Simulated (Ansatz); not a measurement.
`CNC#CCF` and `FCC#CCF` differ in one atom or group.

Ansatz, PBE0-D4/def2-TZVP geometries, multiplicity 1. 

```
                             property  `CNC#CCF`
HOMO–LUMO gap (B3LYP/def2-TZVPP) / eV       6.59
   LUMO energy (PBE0/def2-TZVPP) / eV       0.74
LUMO energy (ωB97M-V/def2-TZVPP) / eV       2.24
    HOMO energy (PBE/def2-TZVPP) / eV      -5.21
  HOMO–LUMO gap (PBE/def2-TZVPP) / eV       5.06
  LUMO energy (B3LYP/def2-TZVPP) / eV       0.40
```

Task: What does the change do to each property? (Best estimate.)

Result: The calculation gave: 
| property | `FCC#CCF` | shift |
| --- | --- | --- |
| HOMO–LUMO gap (B3LYP/def2-TZVPP) / eV | 7.80 | 1.21 |
| LUMO energy (PBE0/def2-TZVPP) / eV | -0.01 | -0.75 |
| LUMO energy (ωB97M-V/def2-TZVPP) / eV | 2.04 | -0.20 |
| HOMO energy (PBE/def2-TZVPP) / eV | -7.02 | -1.81 |
| HOMO–LUMO gap (PBE/def2-TZVPP) / eV | 5.97 | 0.91 |
| LUMO energy (B3LYP/def2-TZVPP) / eV | -0.27 | -0.67 |

With PBE0 the HOMO falls by 1.89 eV and the LUMO falls by 0.75 eV, so the gap widens by about 1.14 eV. PBE moves the HOMO by -1.81 eV and ωB97M-V by -1.96 eV.

B3LYP here is the variant with VWN-RPA as its local correlation; programs differ in this.
